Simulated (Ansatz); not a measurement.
Two structures of Si$_{2}$H$_{5}$, doublet, reached by relaxing down either side of one saddle point (PBE0-D4/def2-TZVP). Energies are electronic, without zero-point energy. Program: Ansatz 0.2.0. Basis: def2-TZVPP and def2-QZVPP. Cores are frozen in the correlated methods; orbitals are unrestricted. Extrapolation: Hartree–Fock as exp(−7.88 √X), correlation as X^−2.97. First:

```csv
atom,x (Å),y (Å),z (Å)
H1,1.1094,-0.0478,1.6039
Si2,0.7238,-0.5807,0.2671
Si3,-1.0319,0.5985,-0.6974
H4,1.9067,-0.5064,-0.6305
H5,0.3229,-2.0037,0.4241
H6,-2.3135,0.5235,0.0560
H7,-0.7174,2.0164,-1.0232
```

Second:

```
7
angstrom
H -0.2565 1.2944 1.4327
Si 0.6979 -1.0886 -0.4875
Si -0.6216 0.7318 0.1024
H 2.1400 -0.7701 -0.6723
H 0.5491 -2.2719 0.4029
H -2.0454 0.3063 0.1433
H -0.4633 1.7979 -0.9216
```

Question: Which bonds change from the first to the second?

Answer: Si₂H₅ ([SiH2][SiH3]) → Si₂H₅ ([SiH2][SiH3]); bonds formed: H1–Si3; bonds broken: H1–Si2.

Question: Give the saddle point's structure and its height above each. (To be estimated.)

Answer: By the calculation: 128.4 kJ/mol above the first and 128.4 kJ/mol above the second (CCSD(T) at an estimated basis limit (MP2 extrapolated from triple and quadruple zeta, plus CCSD(T) − MP2 in triple zeta)).
```
7
angstrom
H 0.1800 0.2631 0.6342
Si 0.6978 -1.0041 -0.3701
Si -0.9625 0.6136 -0.5675
H 2.0798 -0.4468 -0.3060
H 0.4855 -1.9490 0.7638
H -2.0364 0.5119 0.4624
H -0.4441 2.0111 -0.6169
```

T1 diagnostic: at most 0.028. ⟨S²⟩ of the unrestricted Hartree–Fock references: 0.76 to 0.87 (a pure state has 0.75). The unrestricted reference is spin-contaminated, which hurts MP2 most.

Labels in which every atom is bracketed show which atoms are joined, not bond orders.

For scale, one of the runs: CCSD(T)/def2-TZVPP, 154 basis functions, launched by `ansatz run in.yaml --threads 2 --pin off --events-out ev --progress --plain --max-ram 4352MiB`. The run took 38 s on 2 CPU threads of an Arm Neoverse V1 (shared host), with 2.1 GiB of host memory at its peak.
